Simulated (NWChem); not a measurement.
C$_{2}$H$_{3}$F; SMILES C(=C)F

Results from NWChem. Geometry: optimised at PBE0/def2-SVP. LC-ωPBE (HJS hole) with def2-SVP; x = 1 − exp(−ω/0.25 bohr⁻¹) is a scale chosen for this fit.

```csv
row,x,−ε(HOMO) (eV)
ω = 0.05,0.181,7.01
ω = 0.15,0.451,withheld
ω = 0.25,0.632,9.42
ω = 0.35,0.753,10.12
ω = 0.80,0.959,11.27
```

Task: Fit a straight line of the last column on the one before it, predict the withheld value, and compare with the run.

Result: 
1. Means of the 4 shown rows: x = 0.6312, y = 9.455. Slope Σ(x − x̄)(y − ȳ)/Σ(x − x̄)² = 1.777/0.3250 = 5.467; intercept 6.004.
2. The shown rows scatter about the line by 0.024 (root mean square); the largest residual is -0.04, at ω = 0.25.
3. At x = 0.451 (ω = 0.15; inside the shown range) the line gives 8.47.
4. The run gives 8.39, -0.08 from the line, 3.3 times the scatter.
